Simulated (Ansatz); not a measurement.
**NO2F (nitryl fluoride): B3LYP/6-31G(d) (Cartesian functions)**

What is the vertical ionisation energy of NO2F (nitryl fluoride) at B3LYP/6-31G* (Cartesian functions)? 

The results are computed with Ansatz 0.2.0.

36 further runs of the same task are left out: 36 set aside as unsound or not needed.

## Step 1: Starting point

The species is NO2F (4 atoms), meant as a singlet with charge 0. SMILES: `O=[N+]([O-])F`. The coordinates come from a PBE0-D4/def2-TZVP relaxation.

Bond lengths: O1–N2 1.170 Å, N2–O3 1.170 Å, N2–F4 1.442 Å. Angles: O1–N2–O3 135.6°, O1–N2–F4 112.2°, O3–N2–F4 112.2°.

## Step 2: The energy at B3LYP/6-31G(d) (Cartesian functions)

File molecule.yaml:

```yaml
crystal:
  periodic: [false, false, false]
  atoms:
    - symbol: O
      position_ang: [0.188290, 0.469930, 1.120250]
    - symbol: N
      position_ang: [0.079720, -0.071800, 0.089140]
    - symbol: O
      position_ang: [0.476580, -1.068680, -0.376880]
    - symbol: F
      position_ang: [-0.744590, 0.670550, -0.832510]
basis:
  gaussian:
    orbitals: "6-31G*"
hamiltonian:
  xc: {name: B3LYP}
accuracy: high
output: {orbitals: {seedname: orbitals}}
```

Started as:

```console
$ ansatz run molecule.yaml --threads 1 --pin off --max-ram 3480MiB --events-out events.jsonl --progress --plain --runs-dir runs
```

Standard output:

```text
Warning: RAYON_NUM_THREADS=1 ignored (pool sized by the plan → 1); use --threads N
Functional definition: B3LYP
  name "B3LYP"
  parameter a0 = 0.2
  parameter ax = 0.72
  parameter ac = 0.81
  exchange = (1 - a0 - ax)*slater_x + ax*b88_x + a0*exact_x
  correlation = (1 - ac)*vwn_rpa_c + ac*lyp_c
1182 factors; integrals over basis functions are off by at most 2.7e-9 eV
mean field evaluation 1: about -8291.2566 eV, gradient 5.7e1 eV
mean field evaluation 2: about -8279.0975 eV, gradient 1.1e2 eV
mean field evaluation 4: about -8296.0987 eV, gradient 6.4e0 eV
mean field evaluation 8: about -8296.1633 eV, gradient 1.8e-2 eV
mean field evaluation 16: about -8296.1633 eV, gradient 2.0e-6 eV
mean field -8296.16332330 eV, -304.8783787898 hartree, gradient 1.6e-8 eV, S^2 0.000000; 0 other end points of the search recorded, 0 dependent functions left out
reference -8296.16334029 eV, -304.8783794143 hartree; 16, 16 occupied and 44, 44 virtual orbitals, 1182 factors
Total energy: -8296.16334029 eV, -304.8783794143 hartree
```

Wall time 2 s (1 thread of Arm Neoverse V2, shared host); peak memory 0.14 GiB.

## Step 3: The doublet cation

File input.yaml:

```yaml
crystal:
  periodic: [false, false, false]
  atoms:
    - {symbol: O, position_ang: [0.188290, 0.469930, 1.120250]}
    - {symbol: N, position_ang: [0.079720, -0.071800, 0.089140]}
    - {symbol: O, position_ang: [0.476580, -1.068680, -0.376880]}
    - {symbol: F, position_ang: [-0.744590, 0.670550, -0.832510]}
basis:
  gaussian: {orbitals: "6-31G*"}
hamiltonian: {xc: {name: B3LYP}}
magnetization: {spin_polarized: true, initial_magnetization: 1}
total_charge: 1
output: {orbitals: {seedname: orbitals}}
accuracy: high
```

Started as:

```console
$ ansatz run input.yaml --threads 1 --pin off --max-ram 3480MiB --events-out events.jsonl --progress --plain --runs-dir runs
```

Standard output, cut to the lines that bear on the results:

```text
Warning: RAYON_NUM_THREADS=1 ignored (pool sized by the plan → 1); use --threads N
[... 7 set-up lines as earlier in the session ...]
1182 factors; integrals over basis functions are off by at most 2.7e-9 eV
mean field evaluation 1: about -8278.9970 eV, gradient 3.6e1 eV
mean field evaluation 2: about -8263.1326 eV, gradient 7.9e1 eV
mean field evaluation 4: about -8282.6873 eV, gradient 7.9e0 eV
mean field evaluation 8: about -8282.9562 eV, gradient 3.5e-1 eV
mean field evaluation 16: about -8282.9580 eV, gradient 7.2e-4 eV
mean field evaluation 32: about -8282.9580 eV, gradient 2.0e-7 eV
mean field -8282.95797692 eV, -304.3930912614 hartree, gradient 9.3e-9 eV, S^2 0.764299; 3 other end points of the search recorded, 0 dependent functions left out
reference -8282.95799445 eV, -304.3930919054 hartree; 16, 15 occupied and 44, 45 virtual orbitals, 1182 factors
Total energy: -8282.95799445 eV, -304.3930919054 hartree
```

Run time: 5.7 s. Hardware: 1 thread of Arm Neoverse V2, shared host; peak memory 0.2 GiB.

## Step 4: Outcome

Level: B3LYP/6-31G* (Cartesian functions).

| quantity | value |
| --- | --- |
| singlet NO2F: total energy | -304.87838 Eh |
| singlet NO2F: HOMO energy | -9.72 eV |
| singlet NO2F: LUMO energy | -2.46 eV |
| singlet NO2F: HOMO–LUMO gap | 7.26 eV |
| doublet cation: total energy | -304.39309 Eh |
| doublet cation: HOMO energy (highest over α and β) | -19.58 eV |
| doublet cation: LUMO energy (lowest over α and β) | -16.68 eV |
| doublet cation: ⟨S²⟩ | 0.764 |
| vertical ionisation energy (to the doublet cation) | 13.205 eV |

**Reading.** The vertical ionisation energy comes to 13.21 eV (305 kcal/mol). The negative HOMO energy of the first species, 9.72 eV, lies 3.48 eV below that difference.
